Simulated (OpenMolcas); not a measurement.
**HBS (hydrogen boron sulfide): levels of theory compared**

We compute a comparison of 6 runs (HF/STO-3G, B3LYP/6-31G*, BHLYP/def2-TZVPPD, BLYP/def2-TZVPPD, M06-L/def2-TZVPPD, revPBE/def2-TZVPPD) of HBS (hydrogen boron sulfide). 

Program for the calculation: OpenMolcas 26.06.

## Step 1: The system as given

HBS: 3 atoms, total charge 0, spin state singlet. SMILES: `B=S`. The coordinates come from a PBE0-D4/def2-TZVP relaxation.

Bond lengths: B1–S2 1.598 Å, B1–H3 1.175 Å. Angles: S2–B1–H3 180.0°.

## Step 2: Energy and gradient at HF/STO-3G (run 1)

calc.inp

```
&gateway
  baslib=$CurrDir
  coord
  3
  angstrom
  B       -0.038660      -0.014560       0.134750
  S        0.399170       0.147640      -1.393290
  H       -0.360510      -0.133080       1.258530
  basis=STO-3G
  group=NoSym

&seward

&scf
  thresholds=1e-10 1e-07 1e-07 1e-05
  prorbitals=1 2

&alaska
```

The basis set STO-3G is read from a file made from the Basis Set Exchange's data (not shown).

The run is started by

```sh
export MOLCAS_MEM=1860
pymolcas calc.inp > calc.log
```

Output:

```text
--- Start Module: gateway ---
[...]
--- Stop Module: gateway /rc=_RC_ALL_IS_WELL_ ---
[...]
      Basis functions           15
[...]
--- Start Module: scf ---
[...]
       Convergence after  11 Iterations
[...]
::    Total SCF energy                               -418.1199322616
[...]
      Total spin, S                                     0.0000000000
[...]
      Total electronic charge=   22.000000
      Total            charge=   -0.000000
[...]
      Dipole Moment (debye):
      Origin of the operator (angstrom)=    0.2722    0.1006   -0.9501
                   X= -2.7691E-01               Y= -1.0291E-01               Z=  9.6621E-01           Total=  1.0104E+00
      Quadrupole Moment (debye*angstrom):
[...]
--- Stop Module: scf /rc=_RC_ALL_IS_WELL_ ---
--- Start Module: alaska ---
[...]
 *              Molecular gradients               *
 **************************************************
  Irreducible representation: a
 ------------------------------------------------------------------------------------------
                              X                       Y                       Z
 ------------------------------------------------------------------------------------------
  B1               -1.57613398436069E-02   -5.89803353523610E-03    5.49650594279658E-02
  S2                2.10413478181053E-02    7.81509983623030E-03   -7.34205099651977E-02
  H3               -5.28000797449635E-03   -1.91706630099320E-03    1.84554505372319E-02
 ------------------------------------------------------------------------------------------
--- Stop Module: alaska /rc=_RC_ALL_IS_WELL_ ---
[...]
```

It took 1.6 s on 1 thread of Arm Neoverse V2, shared host; peak memory 0.37 GiB.

## Step 3: Energy and gradient at B3LYP/6-31G(d) (Cartesian functions) (run 2)

coord.xyz

```xyz
3

B     -0.038660    -0.014560     0.134750
S      0.399170     0.147640    -1.393290
H     -0.360510    -0.133080     1.258530
```

test.input

```
* BHS Kohn-Sham DFT
&GATEWAY
BasLib=$CurrDir
Coord=coord.xyz
Basis=6-31Gs
Group=NoSym
&SEWARD
GridInput
Grid=UltraFine
End of Grid
&SCF
KSDFT=B3LYP
Thresholds=1e-10 1e-07 1e-07 1e-05
PrOrbitals=1 1
&ALASKA
```

The basis set 6-31G* is read from a file made from the Basis Set Exchange's data (not shown).

The run is started by

```sh
export MOLCAS_MEM=1860
pymolcas test.input > test.log
```

Output:

```text
--- Start Module: gateway ---
[...]
--- Stop Module: gateway /rc=_RC_ALL_IS_WELL_ ---
[...]
      Basis functions           36
[...]
--- Start Module: scf ---
[...]
       Convergence after  15 Iterations
[...]
::    Total KS-DFT energy                            -423.6538189038
[...]
      Total spin, S                                     0.0000000000
[...]
      Total electronic charge=   22.000000
      Total            charge=   -0.000000
[...]
      Dipole Moment (debye):
      Origin of the operator (angstrom)=    0.2722    0.1006   -0.9501
                   X= -4.2327E-01               Y= -1.5686E-01               Z=  1.4772E+00           Total=  1.5446E+00
      Quadrupole Moment (debye*angstrom):
[...]
--- Stop Module: scf /rc=_RC_ALL_IS_WELL_ ---
[...]
--- Start Module: alaska ---
[...]
 *              Molecular gradients               *
 **************************************************
  Irreducible representation: a
 ------------------------------------------------------------------------------------------
                              X                       Y                       Z
 ------------------------------------------------------------------------------------------
  B1                2.82154818430991E-03    1.00921829110590E-03   -9.87324826917835E-03
  S2               -2.83607001504826E-03   -1.03537041695234E-03    9.90897693477599E-03
  H3                1.45218307394668E-05    2.61521258448916E-05   -3.57286655963129E-05
 ------------------------------------------------------------------------------------------
--- Stop Module: alaska /rc=_RC_ALL_IS_WELL_ ---
[...]
```

Run time: 5.4 s. Hardware: 1 thread of Arm Neoverse V2, shared host; peak memory 0.37 GiB.

Runs 3 to 5 aren't shown in full; the table further down has their settings and results.

## Step 4: Energy and gradient at revPBE/def2-TZVPPD (run 6)

test.inp

```
&GATEWAY
BASLIB=$CurrDir
BASISSET
B.def2-TZVPPD....
B1 -0.038660 -0.014560 0.134750 angstrom
End of Basis
BASISSET
S.def2-TZVPPD....
S2 0.399170 0.147640 -1.393290 angstrom
End of Basis
BASISSET
H.def2-TZVPPD....
H3 -0.360510 -0.133080 1.258530 angstrom
End of Basis
&SEWARD
GRIDINPUT
Grid=UltraFine
End of Grid
&SCF
KSDFT=revPBE
THRESHOLDS=1e-10 1e-07 1e-07 1e-05
PRORBITALS=1 1
&ALASKA
```

The basis set def2-TZVPPD is read from a file made from the Basis Set Exchange's data (not shown).

The run is started by

```sh
export MOLCAS_MEM=1860
pymolcas test.inp > test.log
```

Output:

```text
--- Start Module: gateway ---
[...]
--- Stop Module: gateway /rc=_RC_ALL_IS_WELL_ ---
[...]
      Basis functions          105
[...]
--- Start Module: scf ---
[...]
       Convergence after  16 Iterations
[...]
::    Total KS-DFT energy                            -423.5933601440
[...]
      Total spin, S                                     0.0000000000
[...]
      Total electronic charge=   22.000000
      Total            charge=   -0.000000
[...]
      Dipole Moment (debye):
      Origin of the operator (angstrom)=    0.2722    0.1006   -0.9501
                   X= -3.4242E-01               Y= -1.2677E-01               Z=  1.1951E+00           Total=  1.2496E+00
      Quadrupole Moment (debye*angstrom):
[...]
--- Stop Module: scf /rc=_RC_ALL_IS_WELL_ ---
[...]
--- Start Module: alaska ---
[...]
 *              Molecular gradients               *
 **************************************************
  Irreducible representation: a
 ------------------------------------------------------------------------------------------
                              X                       Y                       Z
 ------------------------------------------------------------------------------------------
  B1                2.97204769844184E-03    1.06824934965188E-03   -1.03961375091650E-02
  S2               -3.88749682548761E-03   -1.42544963252611E-03    1.35780823695733E-02
  H3                9.15449127047774E-04    3.57200282874282E-04   -3.18194486039225E-03
 ------------------------------------------------------------------------------------------
--- Stop Module: alaska /rc=_RC_ALL_IS_WELL_ ---
[...]
```

It took 23 s on 1 thread of Arm Neoverse V2, shared host; peak memory 0.6 GiB.

## Step 5: The series

| run | level | Cartesian functions | integration grid | energy (Eh) | dipole moment (D) | HOMO energy (eV) | LUMO energy (eV) | wall time |
| --- | --- | --- | --- | --- | --- | --- | --- | --- |
| 1 | HF/STO-3G | no | – | -418.119932 | 1.01 | -7.91 | 7.81 | 1.6 s |
| 2 | B3LYP/6-31G* (Cartesian functions) | yes | UltraFine | -423.653819 | 1.54 | -8.16 | -1.09 | 5.4 s |
| 3 | BHLYP/def2-TZVPPD | no | UltraFine | -423.656352 | 1.63 | -9.46 | -0.28 | 22 s |
| 4 | BLYP/def2-TZVPPD | no | UltraFine | -423.662349 | 1.23 | -7.23 | -2.03 | 23 s |
| 5 | M06-L/def2-TZVPPD | no | UltraFine | -423.665896 | 1.22 | -7.62 | -1.84 | 29 s |
| 6 | revPBE/def2-TZVPPD | no | UltraFine | -423.593360 | 1.25 | -7.38 | -2.10 | 23 s |

## Step 6: What came out

| quantity | value |
| --- | --- |
| run 6: total energy | -423.59336 Eh |
| run 6: dipole moment | 1.25 D |
| run 6: HOMO energy | -7.38 eV |
| run 6: LUMO energy | -2.10 eV |
| run 6: HOMO–LUMO gap | 5.28 eV |
| run 6: largest force on an atom | 0.730 eV/Å |

In words: The dipole moment (its size) runs from 1.01 D (HF/STO-3G) to 1.63 D (BHLYP/def2-TZVPPD). The two ends differ in method and basis. The HOMO–LUMO gap runs from 5.20 eV (BLYP/def2-TZVPPD) to 15.72 eV (HF/STO-3G). Totals of different functionals can't be ranked against each other. In run 1 the basis is minimal, so the values are rough. All runs together took 1.7 min, the longest 29 s.
